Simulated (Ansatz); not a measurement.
Consider the substitution at a C–C bond: `CC1(O)C=N1` + CH₃NH₂ → `CNC1(O)C=N1` + CH₄.

Calculated with Ansatz (gas phase, PBE0-D4/def2-TZVP geometries, no zero-point term in ΔE). CCSD(T)/CBS adds triple-zeta CCSD(T) − MP2 to the extrapolated MP2 energy (def2 sets, frozen cores). This one scheme is used for every species. Functionals use def2-TZVPP. B3LYP here is the variant with VWN-RPA as its local correlation; programs differ in this. Each species was taken in one conformer, which may not be the lowest.

`CC1(O)C=N1`:

Cartesian coordinates in Å:
```
C -0.164 0.353 1.213
C 0.153 -0.140 -0.161
O 1.509 -0.409 -0.273
C -0.655 0.084 -1.325
N -0.781 -1.079 -0.853
H 0.388 1.271 1.424
H -1.231 0.549 1.313
H 0.132 -0.397 1.950
H 1.665 -0.871 -1.101
H -1.016 0.639 -2.186
```

CH₃NH₂:

Cartesian coordinates in Å:
```
C -0.478 0.265 -0.155
N 0.730 -0.537 -0.059
H -0.731 0.845 0.744
H -1.327 -0.385 -0.382
H -0.382 0.965 -0.988
H 0.658 -1.201 0.701
H 1.531 0.048 0.140
```

`CNC1(O)C=N1`:

Cartesian coordinates in Å:
```
C -0.155 -1.638 -0.154
N -0.716 -0.449 0.466
C -0.092 0.749 0.085
O -0.357 1.091 -1.242
C 1.044 1.275 0.778
N -0.032 1.874 1.053
H 0.892 -1.739 0.145
H -0.688 -2.516 0.215
H -0.199 -1.634 -1.250
H -1.709 -0.381 0.275
H -0.087 2.002 -1.388
H 2.098 1.366 1.017
```

CH₄:

Z-matrix (Å, degrees):
```
C
H 1 1.090
H 1 1.090 2 109.5
H 1 1.090 2 109.5 3 -120.0
H 1 1.090 2 109.5 3 120.0
```

Q: Is it downhill or uphill in electronic energy at CCSD(T)/CBS, and by how much? (An estimate is asked.)

A: The calculation gave: Nearly level: ΔE = +0.02 eV.

Q: What do these levels give: r2SCAN-D4, B3LYP-D4, B3LYP, MP2/def2-TZVPP, CCSD/def2-TZVPP, CCSD(T)/def2-TZVPP? (Best estimate.)

A: The calculation gave: r2SCAN-D4 -0.03, B3LYP-D4 -0.03, B3LYP 0.01, MP2/def2-TZVPP 0.00, CCSD/def2-TZVPP 0.01, CCSD(T)/def2-TZVPP 0.00 eV.

Largest T1 diagnostic among the species: 0.012.

The D4 term adds −0.04 eV with B3LYP and −0.03 eV with PBE0; it sums over pairs of atoms, weighted by their polarisabilities, and B3LYP, whose exchange is more repulsive, gets the larger term.
